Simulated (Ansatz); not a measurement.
Born–Oppenheimer molecular dynamics of ClH$_{4}$Si (6 atoms, charge 0, multiplicity 2). It starts at the highest image of a converged band, a first-order saddle point between two minima.

Method: UKS BHLYP-D4/def2-mTZVP in Ansatz 0.2.0.

```yaml
ensemble: NVE (velocity Verlet)
time_step: 0.5 fs
steps_asked: 200
starting_velocities_drawn_for: 300 K
seed: 8057
```

First frame:

```xyz
6
Properties=species:S:1:pos:R:3
Cl 0.248 -1.580 -1.315
Si 0.128 0.186 0.126
H -1.289 -0.468 -0.138
H 0.680 1.186 -0.786
H -0.813 1.030 0.987
H 1.046 -0.354 1.127
```

**Question.** How far do the bonds stretch over the last three quarters of this one trajectory? (Pairs bonded in most of those frames.)

**Answer.** 
| bond | mean (Å) | spread (Å) | shortest | longest |
| --- | --- | --- | --- | --- |
| Cl1–Si2 | 2.062 | 0.062 | 1.98 | 2.16 |
| Si2–H3 | 1.470 | 0.016 | 1.44 | 1.50 |
| Si2–H4 | 1.470 | 0.027 | 1.43 | 1.51 |
| Si2–H6 | 1.467 | 0.011 | 1.45 | 1.48 |

Mean temperature of the second half: 1572 K. The conserved energy stayed within 0.082 meV per atom of its start (net change 0.034 meV per atom), so the integration is sound. The kinetic energy rose, since the run started high on the potential surface and went downhill. It ends in pieces (ClH3Si + H), so much of that is their flight and rotation, not heat. A run of 0.1 ps of so small a system gives no equilibrium averages.

The run took 2.4 min on 2 threads of Intel(R) Xeon(R) Platinum 8488C (Sapphire Rapids), on a shared host, peak memory 0.15 GiB.
